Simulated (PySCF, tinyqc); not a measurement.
Harmonic frequencies on the RHF/sto-3g surface (energies and gradients from PySCF), for BH, spin multiplicity 1, step by step. The lowest restricted solution is unstable here: a spin-polarised one lies 0.0112 hartree lower (PySCF). One step of it, computed by the program tinyqc.

Problem. One row of the Hessian: 1Bz. Displace 1Bz by +/-0.005 bohr; H(k, :) = (g(+) - g(-)) / (2 delta).

optimised positions (bohr):
```
           x         y          z
1B  0.000000  0.000000  -0.006218
2H  0.000000  0.000000   2.285228
```

gradient at +delta (hartree/bohr):
```
             x           y            z
1B  0.00000000  0.00000000   0.00151249
2H  0.00000000  0.00000000  -0.00151249
```

gradient at -delta (hartree/bohr):
```
             x           y            z
1B  0.00000000  0.00000000  -0.00149820
2H  0.00000000  0.00000000   0.00149820
```

Give: row of the Hessian.

Solution.

row of the Hessian (hartree/bohr^2): 1Bx 0.000000, 1By 0.000000, 1Bz 0.301070, 2Hx 0.000000, 2Hy 0.000000, 2Hz -0.301070
